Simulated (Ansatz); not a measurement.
# SiH3OF (SMILES O[SiH2]F): the energy, rung by rung

The species is SiH3OF (6 atoms), meant as a singlet with charge 0. SMILES: `O[SiH2]F`. Geometry: relaxed at PBE0-D4/def2-TZVP. This is one conformer, not always the lowest.

```xyz
6

O    -0.8535   -0.2092   -0.9241
Si    0.3783   -0.0093    0.1239
F     0.1808   -0.9228    1.4178
H    -1.7142    0.1502   -0.7056
H     1.5956   -0.4585   -0.5758
H     0.4551    1.3856    0.6176
```

Each level gives the energy change with the Si2–F3 bond stretched from 1.596 to 1.995 Å (eV). The values are calculated.

```
                        level                    kind  program  value (eV)  less FCI/STO-3G  CPU time (all runs)
      PBE/STO-3G (restricted)                     GGA   Ansatz        1.04            -0.12                2.8 s
   r2SCAN/STO-3G (restricted)                meta-GGA   Ansatz        1.20            +0.04                6.5 s
  r2SCAN0/STO-3G (restricted)         hybrid meta-GGA   Ansatz        1.39            +0.23                6.8 s
CAM-B3LYP/STO-3G (restricted)  range-separated hybrid   Ansatz        1.36            +0.20                3.2 s
   B2PLYP/STO-3G (restricted)           double hybrid   Ansatz        1.34            +0.18                3.5 s
  RPA@PBE/STO-3G (restricted)                     RPA   Ansatz        0.94            -0.22                4.1 s
      MP2/STO-3G (restricted)     perturbation theory   Ansatz        1.47            +0.31               0.29 s
 CCSDT(Q)/STO-3G (restricted)   coupled cluster or CI   Ansatz        1.16             0.00                1.3 s
                   FCI/STO-3G      exact in the basis   Ansatz        1.16             0.00                 98 s
```

FCI/STO-3G is exact within its basis and frozen core, so for wave-function methods in that basis the difference is their error; functionals converge differently with the basis, so for them it is only a difference. The first shape isn't each level's own minimum. The values span 0.94 to 1.47 eV. All rows use very small basis sets, so none should be taken for the real molecule's value. Times are those of the runs behind each value, whatever else they computed, on shared processors of several kinds: orders of magnitude only.
